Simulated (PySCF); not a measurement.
Rows and methods have been separated. Pair them.

Compound: cis-1,2-difluoroethene, C₂H₂F₂.
Atom-mapped SMILES: `[F:1]/[CH:2]=[CH:3]\[F:4]` (hydrogens: H5 on C2; H6 on C3)

The closed-shell ground state was solved 7 times with PySCF (density fitting, gas phase), always in the def2-SVPD basis (102 functions), with these functionals: B3LYP, BHandHLYP, HF, LC-wPBE, LDA, PBE0 and wB97X-D. Isolated species at its PBE0-D3(BJ)/def2-SVP geometry, gas phase.

| row | total energy (Eh) | HOMO (eV) | LUMO (eV) | dipole (D) |
| --- | --- | --- | --- | --- |
| P | -276.8635 | -7.47 | -0.05 | 2.26 |
| Q | -276.5783 | -7.68 | 0.25 | 2.24 |
| R | -276.7767 | -9.58 | 2.13 | 2.28 |
| S | -274.8926 | -6.54 | -1.03 | 2.13 |
| T | -276.7018 | -10.43 | 2.26 | 2.34 |
| U | -276.7339 | -8.91 | 1.03 | 2.45 |
| V | -275.5243 | -10.66 | 2.52 | 2.62 |

Problem. Which functional belongs to which row?

Solution. P = B3LYP, Q = PBE0, R = wB97X-D, S = LDA, T = LC-wPBE, U = BHandHLYP, V = HF. By rising HOMO–LUMO gap: LDA (LDA) 5.51 eV; B3LYP (global hybrid, 20 % exact exchange) 7.42 eV; PBE0 (global hybrid, 25 % exact exchange) 7.93 eV; BHandHLYP (global hybrid, 50 % exact exchange) 9.94 eV; wB97X-D (range-separated hybrid) 11.71 eV; LC-wPBE (range-separated hybrid) 12.69 eV; HF (all exact exchange) 13.18 eV. Total energies of different functionals aren't bounds to one another; each is stationary for its own functional.

Note: wB97X-D ran without an empirical dispersion term, which enters the total energy and its gradient alone.
